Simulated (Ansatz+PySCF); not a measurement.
Values are calculated unless marked as measured or tabulated.
Input for PySCF 2.14.0:

```python
from pyscf import gto, scf

mol = gto.M(atom="""
C 0.039300 -0.030870 -0.001570
F 0.793880 0.795930 0.757180
F 0.744830 -0.766820 -0.712390
F -0.732140 0.744250 -0.798460
F -0.779380 -0.737670 0.799960
""", basis='def2-svp', charge=0, spin=0)
mf = scf.UHF(mol)
mf.init_guess = '1e'
mf.kernel()
while True:  # follow internal instabilities
    mo, _, stable, _ = mf.stability(return_status=True)
    if stable: break
    mf.kernel(mf.make_rdm1(mo, mf.mo_occ))
print(mf.converged, mf.e_tot, mf.spin_square()[0])
```

The script is written out from the run's settings.

Output:

```json
{
 "Converged": "yes",
 "Total energy": "-435.28611 hartree",
 "Spin squared of the determinant": "0.000"
}
```
